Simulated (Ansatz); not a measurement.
I need an active-space calculation of AlH3S, SMILES [AlH2][SH]. Use Ansatz's Python interface. Use: Hartree-Fock, def2-SVP basis, multiplicity 1.

```xyz
5

Al   -0.5802    0.0681   -0.1841
S     1.1915    0.3773    1.1232
H    -1.7529   -0.9939    0.1516
H    -0.7444    1.0400   -1.4938
H     1.9360   -0.5651    0.3616
```

Script `run_cas.py`:
```python
import logging
import sys

import ansatz as az

logging.basicConfig(stream=sys.stdout, format="%(levelname)s %(message)s")
logger = logging.getLogger("ansatz_job")
logger.setLevel(logging.INFO)

GEOMETRY = """
Al   -0.58020    0.06810   -0.18410
S     1.19150    0.37730    1.12320
H    -1.75290   -0.99390    0.15160
H    -0.74440    1.04000   -1.49380
H     1.93600   -0.56510    0.36160
"""

alh3s = az.Crystal.molecule()
for line in GEOMETRY.strip().splitlines():
    symbol, *xyz = line.split()
    alh3s = alh3s.atom(symbol, [float(v) for v in xyz])

model = (
    alh3s.calculation()
    .basis(gaussian="def2-SVP")
    .scf(lower_state_search="light")
    .correlation(active_electrons=2, active_orbitals=3)
)
for method in [None]:
    rep = (model if method is None else model.correlation(method)).run(threads=1, pin="off").report
    space = rep["configurations"]
    state = space["states"][0]
    print(method or "casscf", f"total {rep['free_energy_ev'] / 27.211386246:.6f} Ha, active-space state {state['energy']['hartree']:.6f} Ha, mean field {rep['reference_energy_ev'] / 27.211386246:.6f} Ha")
    print("  determinants", state["n_determinants"], " natural occupations", [round(n, 3) for n in space["natural_occupations"]])
```

```console
$ python run_cas.py
casscf total -641.030792 Ha, active-space state -641.030792 Ha, mean field -641.008976 Ha
  determinants 9  natural occupations [1.968, 0.027, 0.005]
```

Caveats:
- These settings explore the input space; basis and method may be short of convergence.
- The geometry is a force-field or estimated start, not a minimum of this method, and the basis set is short of its limit. The active space starts as a window about the frontier orbitals and is then optimised, not chosen by chemistry.
- Run time: 2.3 s on 1 thread of Arm Neoverse V1 (shared host), peak memory 0.14 GiB.
